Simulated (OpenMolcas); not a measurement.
**A ladder of methods for CH5AlO (SMILES [CH3][AlH][OH])**

The species is CH5AlO (8 atoms), meant as a singlet with charge 0. As SMILES, `[CH3][AlH][OH]`. The coordinates come from a PBE0-D4/def2-TZVP relaxation. This is one conformer, not always the lowest.

Each level gives the HOMO–LUMO gap (eV). The values are calculated.

```csv
level,kind,program,value (eV),CPU time
SVWN5/aug-cc-pVDZ,LDA,OpenMolcas,5.24,49 s
BLYP/aug-cc-pVDZ,GGA,OpenMolcas,5.36,69 s
M06-L/aug-cc-pVDZ,meta-GGA,OpenMolcas,6.15,91 s
B3LYP/aug-cc-pVDZ,global hybrid,OpenMolcas,6.97,61 s
BHLYP/aug-cc-pVDZ,global hybrid,OpenMolcas,9.20,57 s
M06-2X/aug-cc-pVDZ,hybrid meta-GGA,OpenMolcas,8.92,88 s
PBE0/aug-cc-pVDZ,global hybrid,OpenMolcas,7.39,60 s
B2PLYP/aug-cc-pVDZ,double hybrid,OpenMolcas,9.32,56 s
```

The values span 5.24 to 9.32 eV. Orbital gaps aren't excitation energies, and those of double hybrids come from the SCF part alone; they tend to grow with the share of exact exchange. CPU times are rough (shared hosts, several kinds of processor and program).
